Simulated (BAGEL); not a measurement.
**ROHF/6-31G(d) (density fitting with qzvpp-jkfit, spherical functions) run of doublet C4H3Cl+**

Aim: the energy of doublet C4H3Cl+. 

The calculation is run with BAGEL 1.2.2.

4 further runs of the same task are left out: 1 that didn't finish, 3 set aside as unsound or not needed.

**1. Starting point**

C4H3Cl+: 8 atoms, total charge +1, spin state doublet. SMILES of the parent species: `C#C/C=C/Cl`. The shape is that of a GFN2-xTB optimisation. That shape belongs to the parent species and isn't relaxed for this state.

Bond lengths: C1–C2 1.201 Å, C2–C3 1.408 Å, C3–C4 1.330 Å, C4–Cl5 1.716 Å, C1–H6 1.049 Å, C3–H7 1.081 Å, C4–H8 1.079 Å. Angles: C1–C2–C3 178.1°, C2–C3–C4 122.1°, C3–C4–Cl5 122.7°, C2–C1–H6 179.0°, C2–C3–H7 116.4°, C4–C3–H7 121.5°, C3–C4–H8 123.0°, Cl5–C4–H8 114.3°.

**2. The energy at ROHF/6-31G(d) (density fitting with qzvpp-jkfit, spherical functions)**

Contents of input.json:

```json
{ "bagel" : [

{
  "title" : "molecule",
  "basis" : "6-31gs.json",
  "df_basis" : "qzvpp-jkfit",
  "angstrom" : true,
  "geometry" : [
    { "atom" : "C", "xyz" : [      -0.451250,       1.033170,       1.866040 ] },
    { "atom" : "C", "xyz" : [      -0.001490,       0.506490,       0.884680 ] },
    { "atom" : "C", "xyz" : [       0.568720,      -0.092740,      -0.254840 ] },
    { "atom" : "C", "xyz" : [      -0.170530,      -0.694410,      -1.183110 ] },
    { "atom" : "Cl", "xyz" : [       0.509860,      -1.430170,      -2.576000 ] },
    { "atom" : "H", "xyz" : [      -0.854800,       1.479130,       2.725510 ] },
    { "atom" : "H", "xyz" : [       1.645700,      -0.040220,      -0.336860 ] },
    { "atom" : "H", "xyz" : [      -1.246220,      -0.761260,      -1.125420 ] }
  ]
},

{ "title" : "rohf", "charge" : 1, "nopen" : 1 },

{ "title" : "print", "file" : "orbitals.molden", "orbitals" : true }

]}
```

The basis set 6-31G* is read from a file made from the Basis Set Exchange's data (not shown).

The run is started by

```sh
BAGEL_NUM_THREADS=1 BAGEL input.json > input.out
```

The log of the run:

```text
* using 1 threads per process

  ===============================================================
  ===============================================================

  *** Geometry ***

  { "atom" : "C", "xyz" : [     -0.852739,      1.952408,      3.526305 ] },
  { "atom" : "C", "xyz" : [     -0.002816,      0.957127,      1.671803 ] },
  { "atom" : "C", "xyz" : [      1.074725,     -0.175253,     -0.481578 ] },
  { "atom" : "C", "xyz" : [     -0.322255,     -1.312245,     -2.235754 ] },
  { "atom" : "Cl", "xyz" : [      0.963496,     -2.702630,     -4.867934 ] },
  { "atom" : "H", "xyz" : [     -1.615338,      2.795151,      5.150467 ] },
  { "atom" : "H", "xyz" : [      3.109922,     -0.076005,     -0.636573 ] },
  { "atom" : "H", "xyz" : [     -2.355014,     -1.438573,     -2.126736 ] },

  Number of auxiliary basis functions:      482

  Since a DF basis is specified, we compute 2- and 3-index integrals:
    o Being stored without compression. Storage requirement is 0.025 GB

  Number of basis functions:       80
  Number of electrons      :       44

    * METHOD: MOLECULE                             0.60

  *** Open-shell HF ***

  === Nuclear Repulsion ===
   168.1458258346

      * DIIS with orbital gradients will be used.

  === ROHF iteration (6-31gs.json) ===
      0       -612.19698282          0.02573077           0.23
      1       -612.27256004          0.01254357           0.16
      2       -612.28393292          0.00848089           0.19
      3       -612.29252971          0.00146227           0.24
      4       -612.29298009          0.00067928           0.21
      5       -612.29309864          0.00026937           0.20
      6       -612.29315701          0.00007151           0.20
      7       -612.29316501          0.00004762           0.20
      8       -612.29316765          0.00004218           0.20
      9       -612.29316930          0.00004140           0.20
     10       -612.29317154          0.00004041           0.21
     11       -612.29317456          0.00003825           0.21
     12       -612.29317448          0.00003395           0.20
     13       -612.29317235          0.00002543           0.22
     14       -612.29319033          0.00002103           0.23
     15       -612.29318097          0.00001557           0.23
     16       -612.29318453          0.00000942           0.23
     17       -612.29320126          0.00000580           0.24
     18       -612.29319446          0.00000290           0.23
     19       -612.29319659          0.00000178           0.23
     20       -612.29319713          0.00000099           0.24
     21       -612.29319761          0.00000058           0.24
     22       -612.29319782          0.00000029           0.24
     23       -612.29319800          0.00000010           0.27
     24       -612.29319797          0.00000006           0.21
     25       -612.29319797          0.00000004           0.23
     26       -612.29319797          0.00000003           0.23
     27       -612.29319797          0.00000002           0.22
     28       -612.29319798          0.00000001           0.21
     29       -612.29319798          0.00000001           0.22
    * SCF iteration converged.

    * S^2 (ROHF) is 0.7500

    * Permanent dipole moment:
           (    0.511615,    -0.841758,    -1.551731) a.u.

    * METHOD: ROHF                                 6.88

    * METHOD: PRINT                                0.01

  ===============================================================
```

Run time: 8.1 s. Hardware: 1 thread of Intel Xeon at 2.50GHz (Skylake/Cascade Lake), shared host.

**3. Summary of results**

Level: ROHF/6-31G* (density fitting with qzvpp-jkfit, spherical functions).

| quantity | value |
| --- | --- |
| total energy | -612.29320 Eh |
| ⟨S²⟩ | 0.750 |
